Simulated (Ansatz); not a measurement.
Relaxing GeBi₃

Method: DFT PBE, scalar-relativistic, plane waves, PAW in Ansatz.

The start is a database structure of GeBi₃, space group Fm-3m (No. 225).

The final relaxation ran on this input, with the default PAW datasets:

```yaml
crystal:
  lattice:
    - [0.0, 3.866821, 3.866821]
    - [3.866821, 0.0, 3.866821]
    - [3.866821, 3.866821, 0.0]
  atoms:
    - { symbol: Ge, position: [0.0, 0.0, 0.0] }
    - { symbol: Bi, position: [0.25, 0.25, 0.25] }
    - { symbol: Bi, position: [0.75, 0.75, 0.75] }
    - { symbol: Bi, position: [0.5, 0.5, 0.5] }
basis:
  ecutwfc: 420
kpoints:
  mp_grid: { grid: [10, 10, 10] }
hamiltonian:
  xc: pbe
scf:
  occupations: { method: gaussian, width: 0.1 }
output:
  forces: true
  stress: true
  eigenvalues: true
relax:
  adjacent_minimum: "off"
  f_tol: 0.01
  max_steps: 80
  cell: { stress_tol: 0.05 }
```

Launched as:

```bash
ansatz run input.yaml --threads 1 --pin off --max-ram 2560MiB --backend cpu --events-out ev --progress --plain --runs-dir out
```

Time: 29 s on 1 thread of Intel(R) Xeon(R) Platinum 8375C CPU @ 2.90GHz (Ice Lake), on a shared host, peak memory 0.54 GiB.

The program printed at the end:

```
SCF converged after 5 iterations
Free energy (F): -41483.682643 eV
Harris-Foulkes:  -41483.682643 eV  (|F-HF|=7.28e-12)
Internal energy: -41483.669090 eV  (E = F + TS)
E sigma→0 (E₀):  -41483.675867 eV
Entropy (-TS):   -0.013553 eV (-3.388 meV/atom)
Fermi energy:    11.034311 eV
--- Per-component energies (eV) ---
  E_band       = -385.048875
  E_kinetic    = 1014.403845
  E_local      = -6494.612647  (includes V_loc(G=0)·N_el)
  E_nonlocal   = 2093.849724
  E_hartree    = 2329.884478
  E_xc         = -528.991573
  E_vxc        = -496.490687  (∫ρ·V_xc dr)
  E_paw        = -34004.112693  (= ΣΔE_a)
  E_vpaw       = -1161.967356  (= ΣTr[D̂ρ^β])
  E_aug_tail   = -0.001002  (compensation charges beyond the density's cutoff)
  E_ewald      = -5894.089222
  E_smearing   = -0.013553  (= −TS)
  E_closure    = 0.000000  (closes the sum)
  Σ components = -41483.682643   (vs F -41483.682643, Δ=0.00e0)
--- Forces (eV/Å), atoms counted from 1 ---
  atom   1  Ge     0.00000000     0.00000000     0.00000000
  atom   2  Bi     0.00000000     0.00000000     0.00000000
  atom   3  Bi     0.00000000     0.00000000     0.00000000
  atom   4  Bi     0.00000000     0.00000000     0.00000000
  max |Σ_I F_I| component: 5.20e-18 eV/Å
--- Stress (GPa, compression-positive) ---
       -0.038045       0.000000       0.000000
        0.000000      -0.038045       0.000000
        0.000000       0.000000      -0.038045
  P = ⅓ Tr σ = -0.0380 GPa (-0.380 kbar)
--- Relaxed structure (2 steps of the walk, 2 accepted, 1 SCFs on fresh bases) ---
  F+E_penalty+E_count = -41483.68264311 eV   max|allowed force component| = 1.142e-17 eV/Å   (the final SCF, on the basis selected at the relaxed cell)
  cell:  # Å, volume = 115.9513 Å³
    - [0.000000, 3.870335, 3.870335]
    - [3.870335, 0.000000, 3.870335]
    - [3.870335, 3.870335, 0.000000]
  atoms:
    - { symbol: Ge, position: [0.000000, 0.000000, 0.000000] }
    - { symbol: Bi, position: [0.250000, 0.250000, 0.250000] }
    - { symbol: Bi, position: [0.750000, 0.750000, 0.750000] }
    - { symbol: Bi, position: [0.500000, 0.500000, 0.500000] }
```

Total energies depend on the potentials used, so only differences within one code and one set of settings carry meaning.

The result has space group Fm-3m (No. 225). Around Ge lie 8 Bi at 3.35 Å and 6 Bi at 3.87 Å; Bi on Wyckoff site c (2 atoms of the primitive cell) is coordinated by 4 Bi at 3.35 Å, 4 Ge at 3.35 Å and 6 Bi at 3.87 Å; Bi on Wyckoff site b (1 atom of the primitive cell) has 8 Bi at 3.35 Å and 6 Ge at 3.87 Å.

Against the elements it lies at 0.24 eV/atom. The zero of energy is the elements' standard structures at the same level; no fitted shifts are applied.

For metals, differences of a few meV/atom aren't resolved. Spin–orbit coupling is left out.

Symmetry constrained the relaxation, so the result can be a saddle point.